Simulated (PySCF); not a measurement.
Reproducing measurements on HLi

**Measured values to compare with.**

From Liu, Meijer, Perez-Rios, Phys. Chem. Chem. Phys. 22 (2020) 24191, for the gas: dipole moment 5.882 D.

The results are set against them at the end.

HLi.
SMILES with atom numbers: `[LiH:1]` (hydrogens: H2 on Li1)

Geometry (B3LYP/def2-TZVP, Å), atoms numbered from 1 in this order:
```
atom  x, y, z in Å
Li1    0.797   -0.003   -0.003
H2    -0.794    0.004   -0.011
```

Runs made with PySCF (gas phase, on this B3LYP/def2-TZVP geometry; no spin–orbit coupling):

```tsv
level	job	basis functions	wall time
B3LYP/def2-TZVP, grid level 1	geometry optimisation from a GFN2-xTB start	20	0.52 s
```

Hardware: one thread, Arm Neoverse V2 (aarch64), shared host.

## Comparison

**Dipole moment.** Measured: 5.882 D (Liu, Meijer, Perez-Rios, Phys. Chem. Chem. Phys. 22 (2020) 24191).

```csv
level,computed (D),computed − measured (D),% (from the printed values)
B3LYP/def2-TZVP,5.717,-0.165,-3
```

The computed dipoles belong to one fixed geometry; measured ones are averaged over vibrations unless marked μe. Magnitudes are compared, not signs.

No measured geometry was used, and the causes of the misses weren't examined.
